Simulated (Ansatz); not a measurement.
Species: CH$_{4}$N, net charge 0, doublet state. It need not be the lowest isomer of its formula. 
Coordinates optimised at B3LYP-D3(BJ)/def2-TZVP (Ansatz, a quantum-chemistry and plane-wave program):
SMILES: [CH2]N
```xyz
6

C      0.1231     0.7206    -0.0043
N     -0.0884    -0.6546     0.0035
H     -0.4969    -1.0305     0.8459
H     -0.5248    -1.0357    -0.8225
H      0.4664     1.1652     0.9184
H      0.4354     1.1594    -0.9407
```
Charge 0, spin multiplicity 2.

Basis-set convergence of Hartree-Fock and MP2 correlation energies (hartree) with Ansatz. Valence correlation only, unless marked. UHF or UKS for open shells. Spin-orbit coupling is left out. No relativistic terms.

```json
[
 {"basis": "def2-SVPD", "functions": "72", "E(HF)": "-94.53118", "E(corr, MP2)": "-0.31202"},
 {"basis": "def2-TZVPPD", "functions": "142", "E(HF)": "?", "E(corr, MP2)": "?"}
]
```

Q: Complete the blanks.

A: 
- def2-TZVPPD, E(HF): -94.63551
- def2-TZVPPD, E(corr, MP2): -0.37096
